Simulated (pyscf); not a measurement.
A first-order saddle from PySCF, ωB97X-D3(BJ)/def2-SVP:

```
B
O 1 1.4228
H 2 0.9614 1 111.80
O 1 1.4229 2 124.66 3 -59.99
H 4 0.9614 1 111.78 2 60.10
H 1 1.2623 2 105.98 3 176.87
C 6 1.6946 1 78.44 2 -112.82
C 7 1.3885 6 107.58 1 -0.06
H 8 1.0916 7 119.54 6 -99.40
H 8 1.0916 9 118.25 7 161.40
H 7 1.0934 8 120.83 9 0.13
H 7 1.0934 11 115.75 6 88.25
```

Surface: singlet, charge 0. Lowest wavenumbers (cm⁻¹): 693i, 120, 257, 324, 346.

**Question.** Name the species on either side of this saddle.

**Answer.** `[OH][BH][OH]` + `[CH2]=[CH2]` ⇌ `[CH3][CH2][B]([OH])[OH]`, an addition across a multiple bond or ene-type step read from left to right: B–H broken and B–C, C–H formed. At ωB97M-D3(BJ)/def2-TZVP it lies +150.8 kJ/mol from the left side and +299.2 kJ/mol from the right (each side as separated species at their lowest minima found). At the saddle there is also a short B–C contact that neither side keeps. One saddle was located; it need not be the lowest between these sides.
